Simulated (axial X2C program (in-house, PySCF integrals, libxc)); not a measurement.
# AlH⁻: properties at the nuclei

Wanted for AlH⁻: properties at the nuclei, at the two-component level.

The runs use an in-house X2C program for linear molecules on PySCF integrals; two-component X2C with atomic mean-field terms, Al dyall-av3z, H dyall-av3z.

All values are calculated.

## (1) Input

task.json

```json
{"zs": [13, 1], "q": -1, "bas": ["dyall-av3z", "dyall-av3z"], "r0": 1.58, "levels": ["PBE0", "HF", "LDA", "TPSSh", "r2SCAN"], "nst": 3}
```

Keys: zs atomic numbers; q charge; bas basis sets; r0 starting distance in Å; levels methods (HF also brings MP2); nst determinants followed.

The run is started by

```console
$ python soeom.py task.json out
```

The runs that follow: Expectation values, lowest determinant; Expectation values, a higher determinant; Expectation values, a higher determinant.

Before running it: what results should come out? Wanted: lowest determinant; Eeff magnitude; Ws magnitude Al; A∥/gI Al; qzz Al; higher determinant (for each run or level that gives them).

**Answer**, as computed:

| quantity | value |
| --- | --- |
| lowest determinant | Ω = 1/2 (excess of +ω over −ω: ω = 1/2) |
| Eeff magnitude (GV/cm), PBE0 | 0.00882 |
| Ws magnitude Al (kHz), PBE0 | 0.00667 |
| A∥/gI Al (MHz), PBE0 | 217 |
| qzz Al (a.u.), PBE0 | -0.95 |
| higher determinant | Ω = 3/2 (excess of +ω over −ω: ω = 3/2) |
| Eeff magnitude (GV/cm), PBE0, higher determinant | 0.00916 |
| Ws magnitude Al (kHz), PBE0, higher determinant | 0.00231 |
| A∥/gI Al (MHz), PBE0, higher determinant | 15.9 |
| qzz Al (a.u.), PBE0, higher determinant | -0.95 |
| higher determinant | Ω = 1/2 (excess of +ω over −ω: 2 × ω = -1/2, ω = 3/2) |
| Eeff magnitude (GV/cm), PBE0, higher determinant | 0.152 |
| Ws magnitude Al (kHz), PBE0, higher determinant | 0.115 |
| A∥/gI Al (MHz), PBE0, higher determinant | -742 |
| qzz Al (a.u.), PBE0, higher determinant | -0.05 |

In words: In the first state, the effective field runs from 0.00329 to 0.0168 GV/cm over the mean-field levels, so the levels don't agree on it. The expectation values come from single determinants, which for open shells can mix terms of unlike spin or miss the lowest Ω, so a determinant need not be a state. Eeff is the effective electric field on the electron dipole moment in this Ω state and Ws the scalar–pseudoscalar constant (defined with the proton number Z and per Ω); A∥ is the parallel hyperfine constant, which follows by multiplying with the nuclear g factor gI = μI/(I μN); qzz is the electric field gradient, eQq0 = 234.96 MHz × Q/barn × qzz. The operators were transformed with the bare-nucleus X2C matrices. A second determinant lies within 0.1 eV of the first, so their order is not settled at this level.
